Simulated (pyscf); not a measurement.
PySCF, gas phase, ωB97X-D3(BJ)/def2-SVP geometries.

Q: •HN–SiH₂–Cl + ammonia (NH₃) → H₂N–SiH₂–Cl + amino radical (NH₂•)
Surface: doublet. Broken: H–N. Formed: H–N. Give ΔE‡ and ΔE from ωB97M-D3(BJ)/def2-TZVP, relative to the separated reactants.

A: ΔE‡ = 0.29 eV, ΔE = -0.18 eV. Zero-point energy shifts the barrier by -0.02 eV. It is a hydrogen abstraction, with an imaginary mode of 1724i cm⁻¹. On the product side the descent ends in a complex, 0.24 eV under the separated species and 0.70 eV under the saddle at ωB97X-D3(BJ)/def2-TZVP. •HN–SiH₂–Cl lies 0.87 eV over its isomer H₂N–SiH•–Cl (electronic energy, ωB97M-D3(BJ)/def2-TZVP). This is the saddle that the search found; another between the same sides may lie lower. The angle at the transferred H is 150°.
